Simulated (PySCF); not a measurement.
Geometries of 7 isomers of C4H4N2, from PBE0-D3(BJ)/def2-SVP geometry optimisation, gas phase (PySCF 2.14.0). One conformer each, no zero-point energy, no frequencies.

Task: Which isomer lies lowest at this level?
A.
```xyz
10
angstrom
C     -1.149    0.127    0.070
C     -0.287    1.216   -0.034
N      1.031    1.069   -0.138
C      1.485   -0.181   -0.137
N      0.762   -1.293   -0.043
C     -0.555   -1.133    0.060
H     -2.229    0.253    0.155
H     -0.672    2.243   -0.033
H      2.571   -0.308   -0.222
H     -1.161   -2.043    0.137
```
B.
```xyz
10
angstrom
C      1.102   -0.749    0.033
C      1.166    0.646    0.014
N      0.070    1.397   -0.024
C     -1.091    0.749   -0.043
C     -1.155   -0.646   -0.024
N     -0.059   -1.397    0.014
H      2.017   -1.351    0.064
H      2.133    1.162    0.030
H     -2.006    1.351   -0.074
H     -2.122   -1.162   -0.041
```
C.
```xyz
10
angstrom
C     -1.386    0.721    0.975
N     -0.930   -0.339    0.446
C      0.287   -0.322   -0.244
C      0.759   -1.450   -0.804
C      1.030    0.913   -0.353
N      1.577    1.934   -0.410
H     -2.344    0.672    1.508
H     -0.874    1.701    0.935
H      0.176   -2.367   -0.707
H      1.704   -1.463   -1.348
```
D.
```xyz
10
angstrom
C     -1.004   -0.310    0.508
C      0.128    0.302   -0.332
C      0.790   -0.710   -1.165
N      1.271   -1.527   -1.825
C      1.109    1.001    0.506
N      1.846    1.567    1.193
H     -0.605   -1.064    1.201
H     -1.502    0.477    1.089
H     -1.738   -0.789   -0.153
H     -0.296    1.054   -1.022
```
E.
```xyz
10
angstrom
C     -1.643    0.342    0.173
C     -0.736   -0.533   -0.274
C      0.715   -0.343   -0.176
N      1.521   -1.225   -0.627
C      1.186    0.884    0.453
N      1.598    1.848    0.946
H     -1.350    1.281    0.653
H     -2.712    0.146    0.071
H     -1.023   -1.473   -0.755
H      2.495   -0.947   -0.480
```
F.
```xyz
10
angstrom
N      1.725    2.431   -0.013
C      0.844    1.683    0.014
C     -0.252    0.724    0.046
C      0.252   -0.724   -0.046
C     -0.844   -1.683   -0.014
N     -1.725   -2.431    0.013
H     -0.823    0.871    0.977
H     -0.939    0.944   -0.786
H      0.823   -0.871   -0.977
H      0.939   -0.944    0.786
```
G.
```xyz
10
angstrom
N     -2.690    1.071   -0.034
C     -1.846    0.284    0.061
C     -0.765   -0.690    0.168
C      0.432   -0.312   -0.683
C      1.554    0.434   -0.162
N      1.793   -0.793   -0.235
H     -0.467   -0.772    1.225
H     -1.151   -1.677   -0.135
H      0.244   -0.329   -1.765
H      2.047    1.360    0.146
```

Result: A. That is `c1cncnc1`, 4.1 kcal/mol below the next.

| SMILES | atoms numbered as above | E (Eh) | relative (kcal/mol) | relative (kJ/mol) | dipole (D) |
| --- | --- | --- | --- | --- | --- |
| c1cncnc1 | [cH:1]1[cH:2][n:3][cH:4][n:5][cH:6]1 | -263.82998 | 0.0 | 0.0 | 2.28 |
| c1cnccn1 | [cH:1]1[cH:2][n:3][cH:4][cH:5][n:6]1 | -263.82345 | 4.1 | 17.1 | 0.00 |
| N#CCCC#N | [N:1]#[C:2][CH2:3][CH2:4][C:5]#[N:6] | -263.79449 | 22.3 | 93.2 | 0.00 |
| CC(C#N)C#N | [CH3:1][CH:2]([C:3]#[N:4])[C:5]#[N:6] | -263.78602 | 27.6 | 115.4 | 4.14 |
| [H]/N=C(\C#N)C=C | [H]/[N:4]=[C:3](/[CH:2]=[CH2:1])[C:5]#[N:6] | -263.76911 | 38.2 | 159.8 | 1.86 |
| C=NC(=C)C#N | [CH2:1]=[N:2][C:3](=[CH2:4])[C:5]#[N:6] | -263.76166 | 42.9 | 179.4 | 2.15 |
| N#CC[C@H]1C=N1 | [N:1]#[C:2][CH2:3][C@H:4]1[CH:5]=[N:6]1 | -263.73577 | 59.1 | 247.3 | 2.27 |

As drawn, the lowest has an aromatic ring, which the highest lacks; the highest has a three-membered ring, a C≡N group and a C=N bond, which the lowest lacks.
